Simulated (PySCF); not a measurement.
Two species compared at the same levels of theory.

First species: Dimethylamine, C2H7N.
SMILES: `CNC`

Second species: oxazole, C3H3NO.
SMILES: `c1cocn1`

Levels: CAM-B3LYP/def2-SVPD for dipole moment, HOMO energy, LUMO energy, HOMO–LUMO gap, static isotropic polarisability and electronic spatial extent ⟨r²⟩ about the centre of nuclear charge; TDDFT CAM-B3LYP/def2-SVPD for lowest singlet excitation; TDA CAM-B3LYP/def2-SVPD for lowest triplet excitation (Tamm–Dancoff); GFN2-xTB for rotational constant A and rotational constant C. Geometries: GFN2-xTB. All species are isolated and taken at one optimised geometry, non-relativistic unless stated. Electronic properties by PySCF.

Values for the first species:

| Property | Result |
| --- | --- |
| Dipole moment | 1.04 D |
| HOMO energy | -7.83 eV |
| LUMO energy | 1.45 eV |
| HOMO–LUMO gap | 9.28 eV |
| Lowest singlet excitation | 5.93 eV |
| Lowest triplet excitation (Tamm–Dancoff) | 5.70 eV |
| Static isotropic polarisability | 36.7 au |
| Electronic spatial extent ⟨r²⟩ about the centre of nuclear charge | 203 bohr² |
| Rotational constant A | 34.820 GHz |
| Rotational constant C | 8.340 GHz |

Estimate the same properties for the second species, and the change in each.

| property | first | second | second less first |
| --- | --- | --- | --- |
| dipole moment | 1.04 D | 1.56 D | +0.52 D |
| HOMO energy | -7.83 eV | -8.71 eV | -0.88 eV |
| LUMO energy | 1.45 eV | 0.87 eV | -0.58 eV |
| HOMO–LUMO gap | 9.28 eV | 9.58 eV | +0.30 eV |
| lowest singlet excitation | 5.93 eV | 6.49 eV | +0.56 eV |
| lowest triplet excitation (Tamm–Dancoff) | 5.70 eV | 4.25 eV | -1.45 eV |
| static isotropic polarisability | 36.7 au | 41.1 au | +4.4 au |
| electronic spatial extent ⟨r²⟩ about the centre of nuclear charge | 203 bohr² | 268 bohr² | +65 bohr² |
| rotational constant A | 34.820 GHz | 10.298 GHz | -24.522 GHz |
| rotational constant C | 8.340 GHz | 5.028 GHz | -3.312 GHz |

On the first: The vertical singlet–triplet gap S1 − T1 is 0.23 eV (TDDFT singlet less Tamm–Dancoff triplet; S1: HOMO→LUMO, weight 0.88; T1: HOMO→LUMO, weight 0.81).

On the second: The polarisability is 6.09 Å³ as a volume (1 au = 0.148185 Å³), or 1.14 au for each of the 36 electrons. The vertical singlet–triplet gap S1 − T1 is 2.24 eV (TDDFT singlet less Tamm–Dancoff triplet; S1: HOMO→LUMO, weight 0.96; T1: HOMO→LUMO, weight 0.92).
